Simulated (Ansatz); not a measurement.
## Low-lying states of MgH

Program: Ansatz, Gaussian basis, development build. State-averaged CASSCF with equal weights; occupations are averaged over the states; levels count from the state that is lowest in CASSCF. Small basis; these aren't basis-limit values. Solutions may break the symmetry of the shape. The lowest solution met needn't be the lowest there is, nor hold the orbitals that a chemist would pick. The average may hold one member of a degenerate pair alone.

Geometry: bond length 2.5950 Å. A bond is stretched, to 1.51 times the sum of the covalent radii.

Basis def2-SVP, nonrelativistic, 5 orbitals frozen in the corrections; active space CAS(3,5). Averaged: 2 doublets.

(1) Give the levels in order.

## Answers

(1) 

| state | CASSCF (eV) | SC-NEVPT2 (eV) |
| --- | --- | --- |
| doublet | 0.000 | 0.000 |
| doublet | 1.893 | 1.792 |

Occupations: 1.50, 1.26, 0.18, 0.03, 0.03.
